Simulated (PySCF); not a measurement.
# H₃NF₂, a complex of two parts: interaction energy

The task here is to estimate one member of a computed series from the others.

Programs: PySCF 2.14.0. All values are calculated, for the isolated system unless a continuum is named. Atoms count from 0, parts from 1.

## Starting point

6 atoms, charge 0, multiplicity 1; geometry: GFN2-xTB. Parts: 1 = atoms 0–1, `FF`, charge 0; 2 = atoms 2–5, `N`, charge 0.

Set-up of the first run:

What the job is given:

```
{"job": {"xc": "PBE0", "basis": "def2-TZVPD", "d3": "d3bj", "grid": 3, "kind": "geom", "shake": 0.01}, "charge": 0, "multiplicity": 1, "parts": [{"atoms": "0-1", "charge": 0, "multiplicity": 1}, {"atoms": "2-5", "charge": 0, "multiplicity": 1}]}
F      0.994687     0.184952     0.181264
F     -0.626484    -0.377900    -0.054874
N      2.839185     0.893787     0.436328
H      3.220067     0.980742    -0.505019
H      3.265483     0.149537     0.977687
H      2.693200     1.765435     0.928392
```

Run with:

```console
> OMP_NUM_THREADS=1 python cluster_run.py task.json out
```

This one command runs all jobs of the session in turn.

Steps of the session up to this table: Geometry optimisation at PBE0-D3(BJ)/def2-TZVPD; Coupled-cluster interaction energy: CCSD(T) and MP2, 2.33 Å; Coupled-cluster interaction energy: CCSD(T) and MP2, 2.45 Å; Coupled-cluster interaction energy: CCSD(T) and MP2, 2.57 Å; Coupled-cluster interaction energy: CCSD(T) and MP2, 2.22 Å; Coupled-cluster interaction energy: CCSD(T) and MP2, 2.92 Å; Coupled-cluster interaction energy: CCSD(T) and MP2, 2.10 Å; Coupled-cluster interaction energy: CCSD(T) and MP2, 3.50 Å; Coupled-cluster interaction energy: CCSD(T) and MP2, 4.67 Å.

One table of the session follows, with a row left open; its other results are not shown here.

It belongs to the step «Coupled-cluster interaction energy: CCSD(T) and MP2, 4.67 Å». 

```
                 method  interaction energy (kcal/mol)
         HF/aug-cc-pVDZ                         -0.169
        MP2/aug-cc-pVDZ                         -0.263
       CCSD/aug-cc-pVDZ                              ?
    CCSD(T)/aug-cc-pVDZ                         -0.251
         HF/aug-cc-pVQZ                         -0.139
        MP2/aug-cc-pVQZ                         -0.247
    SCS-MP2/aug-cc-pVQZ                         -0.229
      MP2, extrapolated                         -0.250
CCSD(T), limit estimate                         -0.238
```

Estimate the missing values for CCSD/aug-cc-pVDZ.

As computed: interaction energy (kcal/mol): -0.241. In the column «interaction energy (kcal/mol)» it lies between MP2/aug-cc-pVQZ (-0.247) and CCSD(T), limit estimate (-0.238).
